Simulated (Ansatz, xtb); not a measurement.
Two isomers of C6H10

Structure a is `C#CC(C)(C)C`, a singlet and structure b is `C#C[C@@H](C)CC`, a singlet. Both are isolated molecules in the gas phase, relaxed with r2SCAN-D4/def2-SVP, each in the lowest conformer that the search found.

Question: Which of the two would you expect CCSD(T)/def2-SVP + ΔMP2/def2-TZVPP electronic energies to favour?

Answer: Structure a; the calculation gives E(b) − E(a) = +8.37 kJ/mol.

How the difference moves with the method:

| level | geometry | E(b) − E(a) (kJ/mol) | departure from the last row (kJ/mol) | job, with rough time for the two |
| --- | --- | --- | --- | --- |
| GFN2-xTB | GFN2-xTB | +8.25 | −0.11 | optimisation, 0.25 s |
| HF/STO-3G | GFN2-xTB | −0.36 | −8.72 | single point, 0.71 s |
| r2SCAN-D4/def2-SVP//GFN2-xTB | GFN2-xTB | +4.21 | −4.16 | single point, 5.4 s |
| r2SCAN-D4/def2-SVP | r2SCAN-D4/def2-SVP | +3.39 | −4.97 | optimisation, 45 s |
| HF/def2-SVP | r2SCAN-D4/def2-SVP | +0.45 | −7.92 | part of the CCSD(T) run |
| MP2/def2-SVP | r2SCAN-D4/def2-SVP | +9.36 | +0.99 | part of the CCSD(T) run |
| CCSD(T)/def2-SVP | r2SCAN-D4/def2-SVP | +7.66 | −0.71 | single point |
| CCSD(T)/def2-SVP + ΔMP2/def2-TZVPP | r2SCAN-D4/def2-SVP | +8.37 |  | single point, 1.7 min |

As drawn, both hold the same kinds of bond in the same numbers. Structure a has 3 methyl groups, b 2.

HF/STO-3G, HF/def2-SVP find them nearly level. The largest departure from CCSD(T)/def2-SVP + ΔMP2/def2-TZVPP is that of HF/STO-3G, 8.72 kJ/mol. The last row adds to CCSD(T) the change of the MP2 difference between the two basis sets, here +0.71 kJ/mol.

With thermal terms from frequencies at re-optimised GFN2-xTB minima (ideal gas, soft modes damped towards free rotors, one conformer each, 298.15 K, 1 atm): on the last row, ΔE + ΔZPE = +10.09, ΔH = +9.76, ΔG = +6.18 kJ/mol.

The correlated steps freeze 6 core orbitals. Mirror images aren't counted in ΔG. Codes used: Ansatz 0.2.0, xtb 6.7.1; the last row on 2 threads of AMD EPYC 7R43 64-Core Processor (Zen 3) on a shared host.
